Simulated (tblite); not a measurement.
Input of a run (GFN2-xTB geometry optimisation, gas phase (tblite 0.8.0)), started from a force field or distance geometry:
```
{"job": {"kind": "relax", "xc": "GFN2-xTB", "basis": "xTB"}, "charge": 1, "multiplicity": 2}
C      1.677700    -0.038200    -0.026600
C      0.335600     0.392500    -0.550900
Cl     0.063400     2.128000    -0.431200
C     -0.744500    -0.299200     0.246800
O     -1.953000     0.123400    -0.262000
H      1.741400    -0.720600     0.827800
H      2.574700     0.355800    -0.525200
H     -0.631600     0.045300     1.311700
H     -0.631400    -1.421300     0.199200
H     -2.423300    -0.561000    -0.812000
```

Output (eV, eV/Å):
```
step      E/eV     max force
  0    -461.78487    6.575
  1    -462.49763    3.550
  2    -462.83857    2.834
  3    -463.06097    1.015
  4    -463.15891    1.244
  5    -463.24308    1.060
  6    -463.32913    0.990
  7    -463.38562    0.814
  8    -463.43485    0.640
  9    -463.46272    0.433
 10    -463.48263    0.485
 11    -463.50122    0.426
 12    -463.51418    0.338
 13    -463.52028    0.222
 14    -463.52533    0.212
 15    -463.52924    0.181
 16    -463.53269    0.195
 17    -463.53628    0.187
 18    -463.54057    0.179
 19    -463.54594    0.232
 20    -463.55277    0.261
 21    -463.56144    0.369
 22    -463.57097    0.333
 23    -463.57813    0.252
 24    -463.57493    0.770
 25    -463.58459    0.183
 26    -463.58665    0.144
 27    -463.59024    0.119
 28    -463.59353    0.129
 29    -463.59547    0.090
 30    -463.59656    0.122
 31    -463.59752    0.137
 32    -463.59924    0.136
 33    -463.60163    0.152
 34    -463.60450    0.180
 35    -463.60656    0.140
 36    -463.60848    0.143
 37    -463.60990    0.137
 38    -463.61275    0.130
 39    -463.61461    0.123
 40    -463.61574    0.089
 41    -463.61651    0.093
 42    -463.61778    0.141
 43    -463.61991    0.166
 44    -463.62257    0.139
 45    -463.62462    0.113
 46    -463.62626    0.100
 47    -463.62783    0.108
 48    -463.62931    0.108
 49    -463.63082    0.115
 50    -463.63214    0.106
 51    -463.63338    0.112
 52    -463.63467    0.132
 53    -463.63560    0.100
 54    -463.63607    0.047
 55    -463.63628    0.042
 56    -463.63648    0.046
 57    -463.63670    0.053
 58    -463.63693    0.043
 59    -463.63707    0.026
 60    -463.63715    0.026
 61    -463.63721    0.025
 62    -463.63729    0.023
 63    -463.63736    0.018
 64    -463.63741    0.015
 65    -463.63744    0.015
 66    -463.63746    0.011
 67    -463.63747    0.007
```

Q: Summarise the run.

A: The energy falls by 1.853 eV over 67 L-BFGS steps, the largest force on an atom goes from 6.58 to 0.007 eV/Å, and the atoms move by 0.468 Å rms after alignment. The bond that changes most is C1–C2 (ends: carbon bonded to C and 2 H; carbon bonded to 2 C and Cl), which shortens by 0.146 Å. Bonds longer at the end by more than 0.005 Å: 0 of 9; shorter: 8. Among the angles that change most is C1–C2–C4, from 108.8° to 122.5°. Among the dihedrals that turn most is H8–C4–O5–H10, from -138° to -59°. The energy rose by more than 1e-5 eV at step 24. The first step brought 38 % of the lowering.

Q: What are the final bond lengths?

A: C1–C2 1.358 Å, C2–Cl3 1.692 Å, C2–C4 1.497 Å, C4–O5 1.373 Å, C1–H6 1.080 Å, C1–H7 1.079 Å, C4–H8 1.110 Å, C4–H9 1.110 Å, O5–H10 0.969 Å. Numbering counts from 1 in the input's order; the species is `[CH2+][C](Cl)CO` [radical].

The run took 0.22 s of wall time on an Arm Neoverse V2 with one thread, no GPU, shared host with 96 logical CPUs at a one-minute load of 42.

Its GFN2-xTB frequencies are all real (lowest 104 cm⁻¹).

One conformer stands for the species.

These are computed values.
